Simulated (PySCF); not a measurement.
ammonia (H₃N), SMILES N.

The structure is a stationary point at PBE0-D3(BJ)/def2-TZVPD.

Lowest vertical singlet excitation by several levels in PySCF, with rough processor times relative to the cheapest run on one machine. Each run also gave further roots (ADC and EOM-CCSD ionised and attached states too); roots are paired by order and the bases differ. EOM-CCSD serves as a yardstick, not as the true value; all levels that ended soundly for this molecule are listed, with differences from unrounded values.

| level | relative cost |
|---|---|
| ADC(2)/aug-cc-pVDZ | 1 |
| TDDFT-B3LYP/def2-TZVPD | 3 |
| EOM-CCSD/aug-cc-pVDZ | 4 |
| TDDFT-ωB97X/def2-TZVPD | 5 |

Computed S1 at each level and its distance from EOM-CCSD:
```
level                   S1 (eV)  S1 minus EOM-CCSD (eV)
----------------------  -------  ----------------------
ADC(2)/aug-cc-pVDZ         6.19                   -0.25
TDDFT-B3LYP/def2-TZVPD     6.28                   -0.16
EOM-CCSD/aug-cc-pVDZ       6.44                    0.00
TDDFT-ωB97X/def2-TZVPD     6.83                    0.39
```

Problem. Which is the cheapest level here that lands within 0.3 eV of EOM-CCSD?

Solution. ADC(2)/aug-cc-pVDZ, at about 26 % of the cost of EOM-CCSD.
